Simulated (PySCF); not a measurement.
Choosing a molecule for a target property.

Each SMILES stands for a single optimised conformer of the isolated species, non-relativistic unless stated. Electronic properties by PySCF.

The conformers computed, where there is a choice (atom-mapped SMILES and torsion angles):
- `[CH2:1]=[CH:2][C:3]1([CH:4]=[O:5])[CH2:6][O:7][CH2:8]1`: C1–C2–C3–C4 -87°, C2–C3–C4–O5 -106°
- `[CH3:1][CH2:2][Si@:3]1([OH:4])[CH2:5][CH:6]=[CH:7][O:8]1`: C1–C2–Si3–O4 51°, H–O4–Si3–C2 162°
- `[CH3:1][O:2][C:3](=[O:4])[c:5]1[cH:6][n:7][o:8][cH:9]1`: C1–O2–C3–O4 0°, O2–C3–C5–C6 0°
- `[CH2:1]=[C:2]([CH3:3])[CH2:4][CH2:5][S:6][CH2:7][CH3:8]`: C1–C2–C4–C5 106°, C2–C4–C5–S6 -172°, C4–C5–S6–C7 -64°, C5–S6–C7–C8 -62°

The conformers of `N#CCCP1CC=C(F)C1` and `N#CC1COC(=O)OC1` aren't listed.

(1) Wanted: smallest rotational constant above 1 GHz (GFN2-xTB) and dipole moment above 2.4 D (PBE0/pcSseg-1), at GFN2-xTB geometries. Which candidate meets both?
A. `CC[Si@]1(O)CC=CO1` (C5H10O2Si)
B. `C#CC1=CC=C2C=COC2=C1` (C10H6O)
C. `C=S` (CH2S)
D. `C(=C)C1(C=O)COC1` (C6H8O2)

(2) Wanted: HOMO energy between -6.6 eV and -6.3 eV (PBE0/pcSseg-1) and HOMO–LUMO gap below 7 eV (PBE0/pcSseg-1), at GFN2-xTB geometries. Which candidate meets both?
A. `C#CC1=CC=C2C=COC2=C1` (C10H6O)
B. `COC(=O)c1cnoc1` (C5H5NO3)
C. `C(C1COC(=O)OC1)#N` (C5H5NO3)
D. `N#CCCP1CC=C(F)C1` (C7H9FNP)
E. `C=S` (CH2S)
F. `C=C(C)CCSCC` (C7H14S)

Answers

(1) D. Computed values:
```
                      species  smallest rotational constant  dipole moment
C#CC1=CC=C2C=COC2=C1 (C10H6O)                     0.621 GHz         1.54 D
CC[Si@]1(O)CC=CO1 (C5H10O2Si)                     1.154 GHz         1.06 D
    C(=C)C1(C=O)COC1 (C6H8O2)                     1.425 GHz         2.90 D
                   C=S (CH2S)                    16.849 GHz         1.81 D
```

(2) A. Computed values:
```csv
species,HOMO energy,HOMO–LUMO gap
C(C1COC(=O)OC1)#N (C5H5NO3),-8.78 eV,8.70 eV
COC(=O)c1cnoc1 (C5H5NO3),-8.20 eV,6.86 eV
N#CCCP1CC=C(F)C1 (C7H9FNP),-7.42 eV,7.46 eV
C=S (CH2S),-6.72 eV,4.15 eV
C#CC1=CC=C2C=COC2=C1 (C10H6O),-6.44 eV,5.22 eV
C=C(C)CCSCC (C7H14S),-6.24 eV,6.61 eV
```
